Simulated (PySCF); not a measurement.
C3H4ClFO.
SMILES with atom numbers: `[CH3:1][C@H:2]([F:3])[C:4](=[O:5])[Cl:6]` (hydrogens: H7, H8, H9 on C1; H10 on C2)

The same species was optimised twice, with GFN2-xTB and with PBE0-D3(BJ)/def2-SVP (PySCF), and the same property calculations (PySCF, gas phase) were run on both structures.

```json
{"coordinate": "C4–Cl6 (Å)", "GFN2-xTB": "1.770", "PBE0-D3(BJ)/def2-SVP": "1.791", "change": "+0.021"}
{"coordinate": "C1–C2 (Å)", "GFN2-xTB": "1.526", "PBE0-D3(BJ)/def2-SVP": "1.515", "change": "-0.011"}
{"coordinate": "C2–F3 (Å)", "GFN2-xTB": "1.373", "PBE0-D3(BJ)/def2-SVP": "1.364", "change": "-0.009"}
{"coordinate": "C2–C4 (Å)", "GFN2-xTB": "1.511", "PBE0-D3(BJ)/def2-SVP": "1.520", "change": "+0.009"}
{"coordinate": "C4=O5 (Å)", "GFN2-xTB": "1.179", "PBE0-D3(BJ)/def2-SVP": "1.178", "change": "-0.001"}
{"coordinate": "C2–C4–O5 (°)", "GFN2-xTB": "128.7", "PBE0-D3(BJ)/def2-SVP": "126.9", "change": "-1.8"}
{"coordinate": "C1–C2–C4 (°)", "GFN2-xTB": "110.7", "PBE0-D3(BJ)/def2-SVP": "112.0", "change": "+1.3"}
{"coordinate": "O5–C4–Cl6 (°)", "GFN2-xTB": "120.9", "PBE0-D3(BJ)/def2-SVP": "122.1", "change": "+1.2"}
{"coordinate": "C2–C4–Cl6 (°)", "GFN2-xTB": "110.3", "PBE0-D3(BJ)/def2-SVP": "110.9", "change": "+0.6"}
{"coordinate": "F3–C2–C4 (°)", "GFN2-xTB": "108.4", "PBE0-D3(BJ)/def2-SVP": "107.8", "change": "-0.6"}
{"coordinate": "C1–C2–F3 (°)", "GFN2-xTB": "109.5", "PBE0-D3(BJ)/def2-SVP": "110.0", "change": "+0.5"}
{"coordinate": "C1–C2–C4–O5 (°)", "GFN2-xTB": "106", "PBE0-D3(BJ)/def2-SVP": "110", "change": "+4"}
```

Rotational constants: A = 4559, B = 2073, C = 1614 MHz (GFN2-xTB) against A = 4551, B = 2070, C = 1587 MHz (PBE0-D3(BJ)/def2-SVP). Point groups within 0.08 Å: C1 and C1.

On the GFN2-xTB structure: lowest singlet, TDDFT (eV) 5.13 [CAM-B3LYP/def2-SVPD]; lowest triplet, Tamm–Dancoff (eV) 4.60 [CAM-B3LYP/def2-SVPD]; isotropic polarisability (au) 54.6 [CAM-B3LYP/def2-SVPD]; HOMO (eV) -10.33 [CAM-B3LYP/def2-SVPD]; LUMO (eV) -0.34 [CAM-B3LYP/def2-SVPD]; dipole (D) 3.08 [CAM-B3LYP/def2-SVPD]; HOMO (eV) -8.84 [PBE0/pcSseg-1]; LUMO (eV) -1.38 [PBE0/pcSseg-1]; dipole (D) 2.96 [PBE0/pcSseg-1]; GIAO shielding of C1 (ppm) 165.3 [PBE0/pcSseg-1]; GIAO shielding of C2 (ppm) 92.1 [PBE0/pcSseg-1]; GIAO shielding of F3 (ppm) 369.4 [PBE0/pcSseg-1]; GIAO shielding of C4 (ppm) 5.7 [PBE0/pcSseg-1]; GIAO shielding of O5 (ppm) -253.8 [PBE0/pcSseg-1]; GIAO shielding of Cl6 (ppm) 520.5 [PBE0/pcSseg-1].

Problem. What do these properties become on the PBE0-D3(BJ)/def2-SVP structure?

Solution. 
```
                                    property                level  on GFN2-xTB  on PBE0-D3(BJ)/def2-SVP  change
                  lowest singlet, TDDFT (eV)  CAM-B3LYP/def2-SVPD         5.13                     5.16   +0.03
           lowest triplet, Tamm–Dancoff (eV)  CAM-B3LYP/def2-SVPD         4.60                     4.63   +0.03
               isotropic polarisability (au)  CAM-B3LYP/def2-SVPD         54.6                     55.1    +0.5
                                   HOMO (eV)  CAM-B3LYP/def2-SVPD       -10.33                   -10.32   +0.01
                                   LUMO (eV)  CAM-B3LYP/def2-SVPD        -0.34                    -0.33   +0.01
                                  dipole (D)  CAM-B3LYP/def2-SVPD         3.08                     3.05   -0.03
energy, GFN2-xTB geometry as zero (kcal/mol)  CAM-B3LYP/def2-SVPD          0.0                     -0.5    -0.5
                                   HOMO (eV)        PBE0/pcSseg-1        -8.84                    -8.85   -0.01
                                   LUMO (eV)        PBE0/pcSseg-1        -1.38                    -1.37   +0.01
                                  dipole (D)        PBE0/pcSseg-1         2.96                     2.93   -0.03
energy, GFN2-xTB geometry as zero (kcal/mol)        PBE0/pcSseg-1          0.0                     -0.5    -0.5
                  GIAO shielding of C1 (ppm)        PBE0/pcSseg-1        165.3                    164.8    -0.5
                  GIAO shielding of C2 (ppm)        PBE0/pcSseg-1         92.1                     92.0    -0.1
                  GIAO shielding of F3 (ppm)        PBE0/pcSseg-1        369.4                    369.5    +0.1
                  GIAO shielding of C4 (ppm)        PBE0/pcSseg-1          5.7                      4.2    -1.5
                  GIAO shielding of O5 (ppm)        PBE0/pcSseg-1       -253.8                   -252.5    +1.3
                 GIAO shielding of Cl6 (ppm)        PBE0/pcSseg-1        520.5                    517.5    -3.0
```

The heavy atoms differ by 0.036 Å rms after alignment. Among bonds between heavy atoms C4–Cl6 changes most (+0.021 Å). Changes are differences of the printed values. Neither structure is proved a minimum here.

The values belong to the conformer `[CH3:1][C@H:2]([F:3])[C:4](=[O:5])[Cl:6]`: C1–C2–C4–O5 110°.
